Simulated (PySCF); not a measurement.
Species: C3H4F2.
Atom-mapped SMILES: `[CH2:1]=[CH:2][CH:3]([F:4])[F:5]` (hydrogens: H6, H7 on C1; H8 on C2; H9 on C3)

The same species was optimised twice, with GFN2-xTB and with PBE0-D3(BJ)/def2-SVP (PySCF), and the same property calculations (PySCF, gas phase) were run on both structures.

```json
{"coordinate": "C1–H7 (Å)", "GFN2-xTB": "1.076", "PBE0-D3(BJ)/def2-SVP": "1.092", "change": "+0.016"}
{"coordinate": "C1–H6 (Å)", "GFN2-xTB": "1.077", "PBE0-D3(BJ)/def2-SVP": "1.093", "change": "+0.016"}
{"coordinate": "C2–H8 (Å)", "GFN2-xTB": "1.080", "PBE0-D3(BJ)/def2-SVP": "1.095", "change": "+0.015"}
{"coordinate": "C1=C2 (Å)", "GFN2-xTB": "1.318", "PBE0-D3(BJ)/def2-SVP": "1.330", "change": "+0.012"}
{"coordinate": "C2–C3 (Å)", "GFN2-xTB": "1.500", "PBE0-D3(BJ)/def2-SVP": "1.495", "change": "-0.005"}
{"coordinate": "C3–F4 (Å)", "GFN2-xTB": "1.360", "PBE0-D3(BJ)/def2-SVP": "1.355", "change": "-0.005"}
{"coordinate": "C3–F5 (Å)", "GFN2-xTB": "1.353", "PBE0-D3(BJ)/def2-SVP": "1.351", "change": "-0.002"}
{"coordinate": "C3–H9 (Å)", "GFN2-xTB": "1.105", "PBE0-D3(BJ)/def2-SVP": "1.107", "change": "+0.002"}
{"coordinate": "F4–C3–F5 (°)", "GFN2-xTB": "106.3", "PBE0-D3(BJ)/def2-SVP": "108.1", "change": "+1.8"}
{"coordinate": "C3–C2–H8 (°)", "GFN2-xTB": "113.3", "PBE0-D3(BJ)/def2-SVP": "114.7", "change": "+1.4"}
{"coordinate": "C1–C2–H8 (°)", "GFN2-xTB": "122.9", "PBE0-D3(BJ)/def2-SVP": "121.7", "change": "-1.2"}
{"coordinate": "C2–C3–F5 (°)", "GFN2-xTB": "112.5", "PBE0-D3(BJ)/def2-SVP": "111.4", "change": "-1.1"}
{"coordinate": "H6–C1–H7 (°)", "GFN2-xTB": "117.0", "PBE0-D3(BJ)/def2-SVP": "117.8", "change": "+0.8"}
{"coordinate": "C2–C3–F4 (°)", "GFN2-xTB": "110.6", "PBE0-D3(BJ)/def2-SVP": "109.9", "change": "-0.7"}
{"coordinate": "C2–C1–H6 (°)", "GFN2-xTB": "121.5", "PBE0-D3(BJ)/def2-SVP": "120.9", "change": "-0.6"}
{"coordinate": "F4–C3–H9 (°)", "GFN2-xTB": "106.9", "PBE0-D3(BJ)/def2-SVP": "107.5", "change": "+0.6"}
{"coordinate": "C1–C2–C3–F4 (°)", "GFN2-xTB": "-128", "PBE0-D3(BJ)/def2-SVP": "-128", "change": "0"}
```

Rotational constants: A = 9076, B = 4165, C = 3098 MHz (GFN2-xTB) against A = 9000, B = 4207, C = 3116 MHz (PBE0-D3(BJ)/def2-SVP). Point groups within 0.08 Å: C1 and C1.

On the GFN2-xTB structure: C1s of C1 (eV) 291.06 [delta-SCF UKS SCAN, pcX-2 on the ionised atom, pcseg-1 elsewhere, spin-free X2C]; C1s of C2 (eV) 291.29 [delta-SCF UKS SCAN, pcX-2 on the ionised atom, pcseg-1 elsewhere, spin-free X2C]; C1s of C3 (eV) 295.83 [delta-SCF UKS SCAN, pcX-2 on the ionised atom, pcseg-1 elsewhere, spin-free X2C]; F1s of F4 (eV) 693.04 [delta-SCF UKS SCAN, pcX-2 on the ionised atom, pcseg-1 elsewhere, spin-free X2C].

What do these properties become on the PBE0-D3(BJ)/def2-SVP structure?

```json
{"property": "C1s of C1 (eV)", "level": "delta-SCF UKS SCAN, pcX-2 on the ionised atom, pcseg-1 elsewhere, spin-free X2C", "on GFN2-xTB": "291.06", "on PBE0-D3(BJ)/def2-SVP": "291.09", "change": "+0.03"}
{"property": "C1s of C2 (eV)", "level": "delta-SCF UKS SCAN, pcX-2 on the ionised atom, pcseg-1 elsewhere, spin-free X2C", "on GFN2-xTB": "291.29", "on PBE0-D3(BJ)/def2-SVP": "291.28", "change": "-0.01"}
{"property": "C1s of C3 (eV)", "level": "delta-SCF UKS SCAN, pcX-2 on the ionised atom, pcseg-1 elsewhere, spin-free X2C", "on GFN2-xTB": "295.83", "on PBE0-D3(BJ)/def2-SVP": "295.84", "change": "+0.01"}
{"property": "F1s of F4 (eV)", "level": "delta-SCF UKS SCAN, pcX-2 on the ionised atom, pcseg-1 elsewhere, spin-free X2C", "on GFN2-xTB": "693.04", "on PBE0-D3(BJ)/def2-SVP": "693.11", "change": "+0.07"}
```

The heavy atoms differ by 0.015 Å rms after alignment. Among all bonds C1–H6, C1–H7 and C2–H8 change most and about equally (+0.015 to +0.016 Å). Changes are differences of the printed values. Neither structure is proved a minimum here.

Shape of the structure used: `[CH2:1]=[CH:2][CH:3]([F:4])[F:5]`: C1–C2–C3–F4 -128°.
